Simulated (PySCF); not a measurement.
CHN, SMILES [C-]#[NH+].

Geometry: B3LYP-D3(BJ)/def2-TZVPD.

Two levels are set side by side: TDA-PBE/def2-TZVPD (PySCF) and TDA-LC-ωPBE/def2-TZVPD (PySCF). Vertical, same geometry. The lowest singlet is HOMO→LUMO+2 98 % with PBE and HOMO→LUMO+2 95 % with the other functional; states are paired by order. Differences are taken from unrounded values.

```csv
quantity,TDA-LC-ωPBE
lowest singlet excitation (eV),8.52
lowest triplet excitation (TDA) (eV),5.84
first bright state (f over 0.05) (eV),8.52
its oscillator strength,0.12
```

### Question
What does TDA-PBE give, and how far is it from TDA-LC-ωPBE? (The exact figures need the calculation; the answer reports its results.)

### Answer

| quantity | TDA-PBE | TDA-PBE minus TDA-LC-ωPBE |
|---|---|---|
| lowest singlet excitation (eV) | 7.38 | -1.14 |
| lowest triplet excitation (TDA) (eV) | 5.67 | -0.17 |
| first bright state (f over 0.05) (eV) | 8.18 | -0.34 |
| its oscillator strength | 0.10 | -0.02 |

Functionals without exact exchange tend to place singlet excitations lower, as here. Differences between two approximate levels are no errors against the true value.

Rough cost on one machine, each run with all the roots and properties that it gave: TDA-LC-ωPBE against TDA-PBE within a factor of 2.
